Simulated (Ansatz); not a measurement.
# AlAs, triplet: reading a ladder of total energies

Geometry: that of the AlAs⁻, doublet, kept fixed.

```
atom   x (Å)   y (Å)   z (Å)
  Al  0.0000  0.0000  0.0000
  As  0.0000  0.0000  2.2168
```

Basis aug-cc-pVTZ; Ansatz 0.2.0. Only valence electrons are correlated (noble-gas cores and the filled d shells of p-block atoms frozen), which leaves 8 electrons in 90 orbitals. Prefix R: restricted or restricted open-shell reference. No spin–orbit coupling is included, and no scalar relativity.

Full CI isn't at hand for all of this; RCCSDT(Q) serves as the reference, and is uncertain by the last step of the cluster series or more.

RCCSD has a T1 diagnostic of 0.033 and a largest doubles amplitude of 0.05.

The cluster runs stand on a determinant 0.09 eV above the lowest RHF solution, chosen by a search with trial CCSD; the correlation energy below is counted from it.

Runs differ by some tens of microhartree through their thresholds and, for an open shell, their frozen cores, so steps under 0.03 kcal/mol mean nothing.

Here the R and U totals at CCSDT(Q) differ by 0.19 kcal/mol, a measure of how far such totals hang on the determinant and its frozen core.

| level | total energy (hartree) |
| --- | --- |
| RHF determinant under the cluster runs | -2476.125338 |
| RMP2 | -2476.289306 |
| RCCSD | -2476.309745 |
| RCCSD(T) | -2476.321506 |
| RCCSDT | -2476.322823 |
| RCCSDT(Q) | -2476.323686 |

Q: What is the correlation energy at RCCSDT(Q), and what share of it do RMP2 and RCCSD(T) recover?

A: E(corr) = -2476.323686 − (-2476.125338) = -0.198348 hartree = -5.397 eV. RMP2: -0.163968 / -0.198348 = 82.67 %. RCCSD(T): -0.196168 / -0.198348 = 98.90 %.

Q: By how many kcal/mol does RCCSD(T) miss RCCSDT(Q) (1 hartree = 627.509 kcal/mol), and which steps make up the rest?

A: -2476.321506 − (-2476.323686) = 0.002180 hartree = 1.37 kcal/mol. Steps: RCCSDT − RCCSD(T) = -0.83, RCCSDT(Q) − RCCSDT = -0.54 kcal/mol. Differences between like states or geometries often cancel part of this.
